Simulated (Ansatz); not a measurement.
Basis-set extrapolation for BH6N, SMILES `[BH3-][NH3+]` (PBE0-D4/def2-TZVP geometry, frozen core, Ansatz 0.2.0). Multiplicity 1, RHF reference.

```tsv
	def2-TZVPP	def2-QZVPP
HF	-82.655108	-82.659557
MP2 correlation	-0.366953	-0.390139
CCSD(T) correlation	-0.410179	not run
```

Energies in hartree. Use E(X) = E(∞) + A·exp(−7.88·√X) for Hartree–Fock and E(X) = E(∞) + B·X^(−2.97) for correlation, with X = 3 and 4, and add CCSD(T) minus MP2 of the smaller set to the MP2 limit.

Problem. What is the CCSD(T) energy at the basis-set limit?

Solution. HF limit: -82.659557 + (-0.004449) × 0.13774 = -82.66017. MP2 limit: -0.390139 + (-0.023186) × 0.74074 = -0.40731. Higher-order term: -0.410179 − (-0.366953) = -0.04323. Total: -83.11071 hartree, 119.3 kJ/mol below CCSD(T)/def2-TZVPP.
